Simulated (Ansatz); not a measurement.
Cost and result for the atomization energy of C$_{3}$H$_{5}$F$_{3}$, SMILES `FCC(F)CF` (11 atoms, 10 bonds).

```json
{"atom": "F1", "x (Å)": "-0.1410", "y (Å)": "-0.5511", "z (Å)": "-1.8797"}
{"atom": "C2", "x (Å)": "0.5244", "y (Å)": "0.3901", "z (Å)": "-1.1220"}
{"atom": "C3", "x (Å)": "-0.1024", "y (Å)": "0.5300", "z (Å)": "0.2398"}
{"atom": "F4", "x (Å)": "-1.3037", "y (Å)": "1.2047", "z (Å)": "0.1334"}
{"atom": "C5", "x (Å)": "-0.3375", "y (Å)": "-0.7976", "z (Å)": "0.9112"}
{"atom": "F6", "x (Å)": "-0.6591", "y (Å)": "-0.6033", "z (Å)": "2.2356"}
{"atom": "H7", "x (Å)": "0.4816", "y (Å)": "1.3472", "z (Å)": "-1.6479"}
{"atom": "H8", "x (Å)": "1.5677", "y (Å)": "0.0740", "z (Å)": "-1.0225"}
{"atom": "H9", "x (Å)": "0.5613", "y (Å)": "1.1407", "z (Å)": "0.8647"}
{"atom": "H10", "x (Å)": "0.5692", "y (Å)": "-1.4089", "z (Å)": "0.8620"}
{"atom": "H11", "x (Å)": "-1.1604", "y (Å)": "-1.3259", "z (Å)": "0.4255"}
```

The species carries charge 0 and has multiplicity 1. All single points use the PBE0-D4/def2-TZVP geometry. It is one conformer, not always the lowest. Program: Ansatz. All runs use 4 threads of an Arm Neoverse V2 on a shared host. Times are those of one run each, without the atoms' runs, and a repeat can differ threefold. Electronic energies, without spin–orbit coupling; frozen cores. CCSD(T)/CBS adds CCSD(T) − MP2 in def2-TZVPP to the MP2 limit, and its time is that of the two runs behind it. T1 = 0.011. HSE06 is the plane-wave form, built on full-range PBE exchange.

CCSD(T)/CBS is a level of theory with its own doubt, some kJ/mol a heavy atom from the limit and from the frozen cores, so smaller differences don't rank the functionals.

```
                             level  functions  wall time  atomization (kJ/mol)  difference from CCSD(T)/CBS  per bond
              revPBE-D4/def2-TZVPP        256      1.6 s                4306.9                          0.4       0.0
   PBE-D4/def2-TZVPP (with forces)        256      2.1 s                4442.2                        135.7      13.6
                PBE0-D4/def2-TZVPP        256      2.2 s                4330.7                         24.2       2.4
               HSE06-D4/def2-TZVPP        256      2.4 s                4334.5                         28.0       2.8
               BHLYP-D4/def2-TZVPP        256      2.4 s                4136.6                       -169.9     -17.0
r2SCAN-D4/def2-TZVPP (with forces)        256        4 s                4321.9                         15.4       1.5
             r2SCANh-D4/def2-TZVPP        256        4 s                4285.4                        -21.1      -2.1
                ωB97X-V/def2-TZVPP        256        6 s                4320.1                         13.6       1.4
                 B97M-V/def2-TZVPP        256      7.5 s                4302.8                         -3.7      -0.4
                  CCSD(T)/def2-SVP        109      7.5 s                4109.7                       -196.8     -19.7
                    MP2/def2-QZVPP        492       24 s                4371.0                         64.5       6.4
                CCSD(T)/def2-TZVPP        256      4 min                4199.4                       -107.1     -10.7
                 CCSD(T)/CBS(def2)          –    4.4 min                4306.5                          0.0       0.0
```

In def2-TZVPP, CCSD(T) changes the Hartree–Fock value by +1092.6 kJ/mol (the triples alone add +67.2 kJ/mol) and MP2 by +1201.2 kJ/mol; breaking electron pairs costs correlation energy, which Hartree–Fock lacks. The D4 term adds +26.6 kJ/mol with B3LYP and +13.9 kJ/mol with PBE0; it sums over pairs of atoms, weighted by their polarisabilities, and B3LYP, whose exchange is more repulsive, gets the larger term. From r2SCAN to r2SCAN0 (25 % exact exchange), in def2-TZVPP and without D4, the atomization energy moves by −89.2 kJ/mol: exact exchange takes away binding that semilocal exchange gives to molecules.

B3LYP here is the variant with VWN-RPA as its local correlation; programs differ in this.
